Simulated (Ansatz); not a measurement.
Process, species as SMILES: [SiH4] (SiH4) → [SiH3-] + H+
B3LYP-D3(BJ)/def2-TZVP geometries, fixed; electronic energies without zero-point terms.

Basis-set convergence of the deprotonation energy at r2SCAN with Ansatz (a program for electronic structure). Cartesian d functions, on some or all atoms, in 6-31+G*, 6-31G**; all else is spherical. The program fits the integrals of some runs and decomposes those of others, by size. No added dispersion term, no relativity. Functions are those of the species that has most. Reference: the value in aug-pcseg-3, 378.36 kcal/mol, itself unsure by roughly 0.23 kcal/mol (its mean distance from aug-cc-pV(Q+d)Z, def2-QZVPPD). Deviations are taken from unrounded values.

```
basis              functions  deprotonation energy (kcal/mol)  minus reference (kcal/mol)
-----------------  ---------  -------------------------------  --------------------------
6-31G                     21                           376.52                       -1.84
6-31+G*                   31                           376.90                       -1.46
def2-SVP                  38                           382.65                        4.28
6-31G**                   39                           382.77                        4.40
def2-TZVP                 61                           380.25                        1.89
pcseg-2                   90                           379.28                        0.91
6-311++G(3df,3pd)        119                           378.15                       -0.21
aug-cc-pV(T+d)Z          147                           377.87                       -0.49
cc-pV(Q+d)Z              184                           379.59                        1.22
def2-QZVPP               190                           379.12                        0.76
pcseg-3                  196                           378.65                        0.29
def2-QZVPPD              208                           378.72                        0.36
aug-pcseg-3              285                           378.36                        0.00
```
